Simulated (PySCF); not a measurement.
**HF+: from the state search to spectroscopic constants**

What are the lowest state that PBE0 finds, the bond length, vibrational wavenumber and bond energy of HF+, and how much do these hang on the method?

The runs use PySCF 2.14.0; H aug-pcseg-1, F aug-pcseg-1, no relativity.

## 1. Input

The job is set up so:

| Item | Value |
| --- | --- |
| atoms | H, F |
| charge | 1 |
| basis | H aug-pcseg-1, F aug-pcseg-1 |
| Hamiltonian | no relativity |
| basis functions | 32 |
| electrons treated | 9 |
| masses in u | 1.0078, 18.9984 |
| levels | PBE0, PBE, r²SCAN, M06-L, TPSSh, BLYP, HF, MP2, SCS-MP2, CCSD, CCSD(T) |
| grid | 80 radial by 434 angular points |
| occupations | held fixed by the projection of orbital angular momentum |
| dissociation limit | H+ + F, each in its ground configuration |
| starting distance in angstrom | 1.035 |
| values of 2S to try | 1, 3 |

Command:

```bash
OMP_NUM_THREADS=1 python dia.py task.json out
```

The runs that follow: The PBE0 curve of the state that the search chose; PBE; r²SCAN (meta-GGA); M06-L; TPSSh (hybrid meta-GGA); BLYP (GGA); UHF (mean field); MP2 and coupled cluster.

Before running it: what results should come out? Wanted: for each run, Re; ωe; De; μ.

As calculated:

Lowest PBE0 solution found, without spin–orbit coupling: ²Π (doublet), unpaired electrons π ↑.

```csv
level,Re (Å),ωe (cm⁻¹),De (eV),μ (D)
UHF,0.988,3199,3.35,-2.60
UHF-MP2,1.012,2986,3.43,n/a
UHF-SCS-MP2,1.011,2995,3.46,n/a
UHF-CCSD,1.012,2991,3.48,n/a
UHF-CCSD(T),1.014,2970,3.48,n/a
PBE,1.034,2787,3.48,-2.59
BLYP,1.040,2746,3.41,-2.62
r²SCAN,1.021,2897,3.47,-2.58
M06-L,1.023,2866,3.43,-2.60
TPSSh,1.024,2887,3.52,-2.58
PBE0,1.017,2934,3.45,-2.58
```

De is counted to H+ + F in their ground configurations. A positive dipole points from H to F; in an ion it is taken about the centre of mass and does not tell which atom is negative.

Differences from CCSD(T) in the same basis:

```csv
level,Re (mÅ),ωe (%)
UHF,-25,+7.7
UHF-MP2,-2,+0.6
UHF-SCS-MP2,-3,+0.8
UHF-CCSD,-2,+0.7
PBE,+21,-6.2
BLYP,+26,-7.5
r²SCAN,+7,-2.4
M06-L,+9,-3.5
TPSSh,+11,-2.8
PBE0,+3,-1.2
```

**Reading.** Judged by CCSD(T) in the same basis: best bond length UHF-MP2 and UHF-CCSD (-2 mÅ), worst BLYP (+26 mÅ); best wavenumber UHF-MP2 (+0.6 %), worst UHF (+7.7 %). Hartree–Fock falls on the short and stiff side, its usual fault. PBE gives a bond that is too long and too soft, as GGAs tend to. CCSD(T) in a basis this small is itself some way from its limit, more so than the functionals. Among the levels with a De in the table, it runs from 3.35 eV (UHF) to 3.52 eV (TPSSh).

Correlated steps freeze 1 core orbital.
